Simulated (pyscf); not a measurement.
ethanol (H₃C–CH₂–OH) -> methane (CH₄) + :HC–OH [singlet] (1,1-elimination; singlet surface; C–C, C–H broken, C–H formed). Structures and frequencies: ωB97X-D3(BJ)/def2-SVP in PySCF. MP2 and CC: frozen core, UHF for open shells. ΔMP2 is the change of the MP2 total energy from the triple- to the quadruple-zeta basis. Energies in kcal/mol from the reactant's lowest minimum found.

| level | barrier | reaction energy |
|---|---|---|
| r²SCAN/def2-TZVP | 84.6 | +70.5 |
| PBE0-D3(BJ)/def2-TZVP | … | +72.3 |
| M06-2X/def2-TZVP | 91.2 | +68.9 |
| MP2/def2-QZVPP | 92.2 | +72.7 |
| CCSD/def2-TZVPP | 92.5 | +66.2 |
| CCSD(T)/def2-TZVPP | 89.4 | +66.5 |
| CCSD(T)/def2-TZVPP + ΔMP2(QZVPP) | … | … |

Question: Complete the blanks.

Answer: 
- PBE0-D3(BJ)/def2-TZVP, barrier: 88.6
- CCSD(T)/def2-TZVPP + ΔMP2(QZVPP), barrier: 89.5
- CCSD(T)/def2-TZVPP + ΔMP2(QZVPP), reaction energy: +67.4

Of the functionals in the table, PBE0-D3(BJ) is closest to CCSD(T)/def2-TZVPP + ΔMP2(QZVPP) in the barrier (0.9 kcal/mol apart) and r²SCAN least close (5.0 kcal/mol); that level has limits of its own. The same reactants have a lower exit, to H₂C=CH₂ + H₂O (barrier +69.7 kcal/mol at ωB97M-D3(BJ), against +89.5 kcal/mol here). :HC–OH [singlet] lies 50.7 kcal/mol over its isomer H₂C=O (electronic energy, ωB97M-D3(BJ)). This is the saddle that the search found; another between the same sides may lie lower. The CCSD(T) − MP2 part came from Ansatz, without density fitting, on the same reference.
